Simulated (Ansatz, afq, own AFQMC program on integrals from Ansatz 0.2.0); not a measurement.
Integrals from Ansatz 0.2.0, then the random walk in our own AFQMC program (afq).

```yaml
crystal:
  periodic: [false, false, false]
  atoms:
    - {symbol: Ge, position_ang: [0.159682, 0.000000, 1.662754]}
    - {symbol: B, position_ang: [-0.185586, 0.000000, -0.246602]}
    - {symbol: H, position_ang: [0.025904, 0.000000, -1.416153]}
basis:
  gaussian: {orbitals: cc-pVDZ}
magnetization: {spin_polarized: true, initial_magnetization: 2}
correlation: {method: ccsd_t, electrons: outside_noble_gas, hamiltonian_folder: ham}
```

```sh
$ ansatz run in.yaml --threads 1 --pin off --events-out ev --progress --plain --max-ram 1382MiB
```

afq runs on the folder ham with

```
--method phaseless --trial cisd --walkers 60 --populations 1 --least-time 40 --time-step 0.005 --steps-per-block 50 --equilibration-blocks 28 --max-blocks 300 --target-error 0.00034 --factor-cut 1e-05 --start spin_pure --seed 2232 --release-times 0.24,0.51,0.99,1.62,2.4 --release-step 0.03 --release-every 4 --taylor-order 6
```

Times are imaginary, in 1/Eh. The walk had a cap of 630 s. Filled inner d shells are frozen with the cores.

```
orbitals 31  electrons 5 3  factors 239 of 506
reference energy -2100.51582091 Eh
CCSD correlation -0.15377502 Eh in 16 cycles, weight of the determinant in the CISD state 0.8842
energy of the start -2100.668677 Eh
 block  time / (1/Eh)  mean weight  energy / Eh
     1     0.250  1.0016  -2100.667683
     2     0.500  0.9996  -2100.668551
     3     0.750  1.0010  -2100.670550
     4     1.000  1.0015  -2100.671762
     5     1.250  1.0011  -2100.673743
     7     1.750  1.0015  -2100.672649
     9     2.250  0.9986  -2100.676077
    17     4.250  1.0000  -2100.681785
    33     8.250  1.0001  -2100.675416
    49    12.250  1.0002  -2100.679976
    65    16.250  1.0002  -2100.678611
    81    20.250  1.0004  -2100.673375
    89    22.250  1.0010  -2100.672010
    97    24.250  0.9996  -2100.674872
   113    28.250  0.9998  -2100.679306
   129    32.250  0.9996  -2100.674878
   145    36.250  1.0005  -2100.673130
   161    40.250  0.9992  -2100.674452
   177    44.250  0.9992  -2100.675264
   193    48.250  1.0004  -2100.675490
   209    52.250  0.9991  -2100.676900
   225    56.250  1.0009  -2100.673690
   233    58.250  0.9953  -2100.697184
   241    60.250  1.0004  -2100.673602
   257    64.250  1.0006  -2100.674544
   273    68.250  1.0000  -2100.677124
   289    72.250  0.9998  -2100.685986
   305    76.250  0.9981  -2100.672979
   321    80.250  1.0001  -2100.674085
blocks merged  error / Eh  count
     1  0.000203  300
     2  0.000257  150
     4  0.000309  75
     8  0.000377  37
    16  0.000351  18
    32  0.000421  9
released: time / (1/Eh)  energy / Eh  error  mean overlap
  0.24  -2100.676136  0.000310  1.0065
  0.51  -2100.676211  0.000256  1.0117
  0.99  -2100.676533  0.000273  1.0112
  1.62  -2100.676971  0.000327  0.9996
  2.40  -2100.677092  0.000354  0.9973
energy -2100.676617 +/- 0.000377 Eh
(rows thinned)
```

Q: Estimate how long the walk took on 1 thread of Intel(R) Xeon(R) 6975P-C (Granite Rapids), with other jobs on the host.

A: 2.9 min of wall time.

The run passed its tests (sampling time, drift between the halves within three errors, error under three times the target), which doesn't prove that it has relaxed.

Against this walk (error 10.3 meV) on the same determinant: CCSD(T) 34.4 meV higher, CCSDT(Q) 14.3 meV lower (within the noise). The error is statistical and leaves out the bias of the constraint. Released to 2.40 1/Eh the energy moves by -13 ± 14 meV (both errors), within twice the noise.

Cautions: constraint bias not in the error; error above the target (10.3 against 9.3 meV); no relativity below Rb; no spin-orbit coupling; inner d shell frozen; lower spins were not checked.

CCSDT and higher add their correlation energy to the determinant of the CCSD(T) run, since their own runs factorise the integrals more tightly (a shift of under 2 meV). A walk keeps the symmetry of its determinant, which the program's search chose and which needn't be the lowest solution, so a lower state of the same spin and another symmetry isn't excluded.
